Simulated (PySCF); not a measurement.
Gas-phase reaction: 5 SiH3Cl → H3SiSiCl3 + 3 SiH4 + Cl2

Method: PySCF energies (xtb for GFN2) plus ideal-gas RRHO corrections (1 bar). † marks an energy on the PBE0/def2-TZVP geometry and frequencies; other levels use their own. All species are closed-shell singlets. H3SiSiCl3: computed as isolated molecules; such fragments, hydroxides, amides, oligomers or adducts are transient or little studied in the gas. The harmonic model lacks anharmonicity and excited electronic states, which grow with temperature; levels with a mode under 35 cm⁻¹ are left out. Internal rotation in H3SiSiCl3 is treated as a harmonic vibration of one conformer, which makes the entropy rough.

ΔH° and ΔS° at 298 K: BLYP/def2-TZVP† 311 kJ, -40 J/K; GFN2-xTB 393 kJ, -29 J/K; HF/def2-TZVP† 388 kJ, -40 J/K; M06-2X/def2-TZVP† 345 kJ, -40 J/K.

### Question
With the heat capacities included, give log10 K (1 bar) at 500, 1000, 1400, 1800, 2500 K from BLYP/def2-TZVP†, GFN2-xTB, HF/def2-TZVP†, M06-2X/def2-TZVP†.

### Answer
```tsv
T (K)	BLYP/def2-TZVP†	GFN2-xTB	HF/def2-TZVP†	M06-2X/def2-TZVP†
500	-34.4	-42.5	-42.6	-38.1
1000	-17.9	-21.8	-22.0	-19.7
1400	-13.2	-15.8	-16.1	-14.5
1800	-10.5	-12.5	-12.7	-11.5
2500	-7.9	-9.2	-9.5	-8.6
```
